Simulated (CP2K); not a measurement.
**C2F3N (cyanotrifluoromethane): B3LYP/cc-pVDZ**

What is the vertical ionisation energy of C2F3N (cyanotrifluoromethane) at B3LYP/cc-pVDZ? 

Program for the calculation: CP2K 2026.2.

1 further run of the same task is left out (it didn't finish).

## Step 1: The molecule

C2F3N has 6 atoms, charge 0, and is taken as a singlet. As SMILES, `N#CC(F)(F)F`. The shape is that of a PBE0-D4/def2-TZVP optimisation.

Bond lengths: N1–C2 1.146 Å, C2–C3 1.481 Å, C3–F4 1.326 Å, C3–F5 1.326 Å, C3–F6 1.326 Å. Angles: N1–C2–C3 180.0°, C2–C3–F4 110.1°, C2–C3–F5 110.1°, C2–C3–F6 110.1°, F4–C3–F5 108.8°, F4–C3–F6 108.8°, F5–C3–F6 108.8°.

## Step 2: The energy at B3LYP/cc-pVDZ

The input, run.inp:

```
&GLOBAL
   PROJECT run
   RUN_TYPE ENERGY
   PRINT_LEVEL MEDIUM
&END GLOBAL

&FORCE_EVAL
   METHOD Quickstep
   &DFT
      BASIS_SET_FILE_NAME ./cc_pvdz.basis
      POTENTIAL_FILE_NAME POTENTIAL
      CHARGE 0
      MULTIPLICITY 1
      &QS
         METHOD GAPW
         EPS_DEFAULT 1.0E-10
      &END QS
      &MGRID
         CUTOFF 280
         REL_CUTOFF 50
         NGRIDS 4
      &END MGRID
      &POISSON
         PERIODIC NONE
         POISSON_SOLVER MULTIPOLE
      &END POISSON
      &SCF
         SCF_GUESS ATOMIC
         EPS_SCF 1.0E-07
         MAX_SCF 100
         ADDED_MOS 3
         &DIAGONALIZATION
            ALGORITHM STANDARD
         &END DIAGONALIZATION
         &MIXING
            METHOD DIRECT_P_MIXING
            ALPHA 0.4
         &END MIXING
      &END SCF
      &XC
         &XC_FUNCTIONAL
            &HYB_GGA_XC_B3LYP
            &END HYB_GGA_XC_B3LYP
         &END XC_FUNCTIONAL
         &HF
            FRACTION 0.2
            &SCREENING
               EPS_SCHWARZ 1.0E-10
               SCREEN_ON_INITIAL_P F
            &END SCREENING
            &INTERACTION_POTENTIAL
               POTENTIAL_TYPE COULOMB
            &END INTERACTION_POTENTIAL
            &MEMORY
               MAX_MEMORY 1050
            &END MEMORY
         &END HF
      &END XC
      &PRINT
         &MOMENTS
            PERIODIC F
            REFERENCE COM
            MAX_MOMENT 1
         &END MOMENTS
         &MO ON
            ENERGIES T
            OCCUPATION_NUMBERS T
            NDIGITS 6
            &EACH
               QS_SCF 0
            &END EACH
            ADD_LAST NUMERIC
         &END MO
         &LOWDIN ON
         &END LOWDIN
         &HIRSHFELD OFF
         &END HIRSHFELD
      &END PRINT
   &END DFT
   &SUBSYS
      &CELL
         ABC [angstrom] 9.3 9.9 9
         PERIODIC NONE
      &END CELL
      &COORD
         N      1.022100    -1.705100     0.893500
         C      0.486200    -0.810600     0.417800
         C     -0.206400     0.345600    -0.197200
         F     -1.316000    -0.055800    -0.802300
         F      0.581500     0.927000    -1.091500
         F     -0.525200     1.234800     0.733600
      &END COORD
      &TOPOLOGY
         &CENTER_COORDINATES
         &END CENTER_COORDINATES
      &END TOPOLOGY
      &KIND N
         BASIS_SET cc-pVDZ
         POTENTIAL ALL
         LEBEDEV_GRID 194
         RADIAL_GRID 100
      &END KIND
      &KIND C
         BASIS_SET cc-pVDZ
         POTENTIAL ALL
         LEBEDEV_GRID 194
         RADIAL_GRID 100
      &END KIND
      &KIND F
         BASIS_SET cc-pVDZ
         POTENTIAL ALL
         LEBEDEV_GRID 194
         RADIAL_GRID 100
      &END KIND
   &END SUBSYS
&END FORCE_EVAL
```

Run with:

```console
$ OMP_NUM_THREADS=1 cp2k.psmp -i run.inp > run.out 2>&1
```

Output:

```text
CP2K| version string:                                       CP2K version 2026.2
[...]
 GLOBAL| Method name                                                        CP2K
[...]
 GLOBAL| Run type                                                         ENERGY
[...]
 DFT| Spin restricted Kohn-Sham (RKS) calculation                            RKS
 DFT| Multiplicity                                                             1
[...]
 DFT| Charge                                                                   0
[...]
 FUNCTIONAL| HYB_GGA_XC_B3LYP:
[...]
 QS| Method:                                                                GAPW
[...]
 QS| Density cutoff [a.u.]:                                                140.0
[...]
 QS| Relative density cutoff [a.u.]:                                        25.0
[...]
                             - Atoms:                                          6
[...]
                             - Spherical basis functions:                     84
[...]
 Number of electrons:                                                         46
[...]
     1 P_Mix/Diag. 0.40E+00    5.9     0.66155807      -431.5612322479 -4.32E+02
[...]
    16 DIIS/Diag.  0.38E-07    1.0     0.00000006      -430.4765005641 -5.12E-13
  *** SCF run converged in    16 steps ***
[...]
  Overlap energy of the core charge distribution:               0.00003424158602
  Self energy of the core charge distribution:               -419.71523903568158
  Core Hamiltonian energy:                                    -36.07915661026306
  Hartree energy:                                              63.53439739053276
  Exchange-correlation energy:                                -13.64796242148639
  Hartree-Fock Exchange energy:                                -9.42595599695129
[...]
                     Mulliken Population Analysis
 #  Atom  Element  Kind  Atomic population                           Net charge
       1     N        1          7.055357                             -0.055357
       2     C        2          6.117489                             -0.117489
       3     C        2          5.449098                              0.550902
       4     F        3          9.125936                             -0.125936
       5     F        3          9.126062                             -0.126062
       6     F        3          9.126058                             -0.126058
 # Total charge                             46.000000                 -0.000000
[...]
  Dipole moment [Debye]
    X= -0.6234919E+00 Y=  0.1037564E+01 Z= -0.5545513E+00  Total=      1.3314684
 ENERGY| Total FORCE_EVAL ( QS ) energy [hartree]           -430.476500564079743
[...]
```

It took 23 s on 1 thread of Arm Neoverse V1, shared host; peak memory 0.52 GiB.

## Step 3: The doublet cation, same level

The input, job.inp:

```
&GLOBAL
 PROJECT job
 RUN_TYPE ENERGY
 PRINT_LEVEL MEDIUM
&END GLOBAL
&FORCE_EVAL
 METHOD QS
 &DFT
  BASIS_SET_FILE_NAME ./cc_pvdz.basis
  POTENTIAL_FILE_NAME POTENTIAL
  CHARGE 1
  MULTIPLICITY 2
  UNRESTRICTED_KOHN_SHAM T
  # Quickstep
  &QS
   METHOD GAPW
   EPS_DEFAULT 1.0E-10
  &END QS
  &MGRID
   CUTOFF 280
   REL_CUTOFF 50
   NGRIDS 4
  &END MGRID
  &POISSON
   PERIODIC NONE
   POISSON_SOLVER MULTIPOLE
  &END POISSON
  # self-consistent field
  &SCF
   SCF_GUESS ATOMIC
   EPS_SCF 1.0E-06
   MAX_SCF 30
   &OT
    MINIMIZER DIIS
    PRECONDITIONER FULL_ALL
   &END OT
   &OUTER_SCF
    EPS_SCF 1.0E-06
    MAX_SCF 8
   &END OUTER_SCF
  &END SCF
  # exchange and correlation
  &XC
   &XC_FUNCTIONAL
    &HYB_GGA_XC_B3LYP
    &END HYB_GGA_XC_B3LYP
   &END XC_FUNCTIONAL
   &HF
    FRACTION 0.2
    &SCREENING
     EPS_SCHWARZ 1.0E-10
    &END SCREENING
    &MEMORY
     MAX_MEMORY 1050
    &END MEMORY
   &END HF
  &END XC
  &PRINT
   &MOMENTS
    PERIODIC F
    REFERENCE COM
    MAX_MOMENT 1
   &END MOMENTS
   &MO_CUBES
    NLUMO 3
    NHOMO -1
    WRITE_CUBE F
   &END MO_CUBES
   &LOWDIN ON
   &END LOWDIN
   &HIRSHFELD OFF
   &END HIRSHFELD
   &MO_MOLDEN ON
    NDIGITS 8
    NLUMO 3
   &END MO_MOLDEN
  &END PRINT
 &END DFT
 # structure
 &SUBSYS
  &CELL
   ABC 9.3 9.9 9
   PERIODIC NONE
  &END CELL
  &COORD
   N      1.022100    -1.705100     0.893500
   C      0.486200    -0.810600     0.417800
   C     -0.206400     0.345600    -0.197200
   F     -1.316000    -0.055800    -0.802300
   F      0.581500     0.927000    -1.091500
   F     -0.525200     1.234800     0.733600
  &END COORD
  &TOPOLOGY
   &CENTER_COORDINATES
   &END CENTER_COORDINATES
  &END TOPOLOGY
  &KIND N
   BASIS_SET cc-pVDZ
   POTENTIAL ALL
   LEBEDEV_GRID 194
   RADIAL_GRID 100
  &END KIND
  &KIND C
   BASIS_SET cc-pVDZ
   POTENTIAL ALL
   LEBEDEV_GRID 194
   RADIAL_GRID 100
  &END KIND
  &KIND F
   BASIS_SET cc-pVDZ
   POTENTIAL ALL
   LEBEDEV_GRID 194
   RADIAL_GRID 100
  &END KIND
 &END SUBSYS
&END FORCE_EVAL
```

Run with:

```console
$ OMP_NUM_THREADS=1 cp2k.psmp -i job.inp -o job.out
```

Output, shortened:

```text
CP2K| version string:                                       CP2K version 2026.2
[...]
 GLOBAL| Method name                                                        CP2K
[...]
 GLOBAL| Run type                                                         ENERGY
[...]
 DFT| Spin unrestricted (spin-polarized) Kohn-Sham calculation               UKS
 DFT| Multiplicity                                                             2
[...]
 DFT| Charge                                                                   1
[...]
 FUNCTIONAL| HYB_GGA_XC_B3LYP:
[...]
 QS| Method:                                                                GAPW
[...]
 QS| Density cutoff [a.u.]:                                                140.0
[...]
 QS| Relative density cutoff [a.u.]:                                        25.0
[...]
                             - Atoms:                                          6
[...]
                             - Spherical basis functions:                     84
[...]
 Number of electrons:                                                         23
[...]
     1 OT DIIS     0.15E+00    6.7     0.15438573      -412.3608845052 -4.12E+02
[...]
    21 OT DIIS     0.15E+00    1.9     0.00000068      -429.9699503933 -5.23E-05
  *** SCF run converged in    21 steps ***
[...]
  Overlap energy of the core charge distribution:               0.00003424158602
  Self energy of the core charge distribution:               -419.71523903568158
  Core Hamiltonian energy:                                    -36.63842557969789
  Hartree energy:                                              64.20068964354742
  Exchange-correlation energy:                                -13.33635671545930
  Hartree-Fock Exchange energy:                                -9.33825474197332
[...]
 WARNING : did not converge in ot_eigensolver
 number of iterations          299  exceeded maximum
 current gradient / target gradient   5.1541990672389825E-005  /    1.0000000000000001E-005
[...]
                     Mulliken Population Analysis
 #  Atom  Element  Kind  Atomic population (alpha,beta) Net charge  Spin moment
[...]
  Dipole moment [Debye]
    X=  0.1597082E+01 Y= -0.2698438E+01 Z=  0.1410218E+01  Total=      3.4381615
[...]
 HOMO - LUMO gap [eV] :    1.608392
 ENERGY| Total FORCE_EVAL ( QS ) energy [hartree]           -429.969950393291754
[...]
```

It took 2.8 min on 1 thread of Arm Neoverse V1, shared host; peak memory 0.63 GiB.

## Step 4: Outcome

Level: B3LYP/cc-pVDZ.

```
                                          quantity          value
                       singlet C2F3N: total energy  -430.47650 Eh
                      singlet C2F3N: dipole moment         1.33 D
                        singlet C2F3N: HOMO energy      -10.57 eV
                        singlet C2F3N: LUMO energy       -0.67 eV
                      singlet C2F3N: HOMO–LUMO gap        9.90 eV
                      doublet cation: total energy  -429.96995 Eh
doublet cation: HOMO energy (highest over α and β)      -18.48 eV
 doublet cation: LUMO energy (lowest over α and β)      -16.88 eV
                              doublet cation: ⟨S²⟩          0.754
vertical ionisation energy (to the doublet cation)      13.784 eV
```

In words: Removing an electron at fixed nuclei costs 13.78 eV (318 kcal/mol). The negative HOMO energy of the first species, 10.57 eV, lies 3.21 eV below that difference.
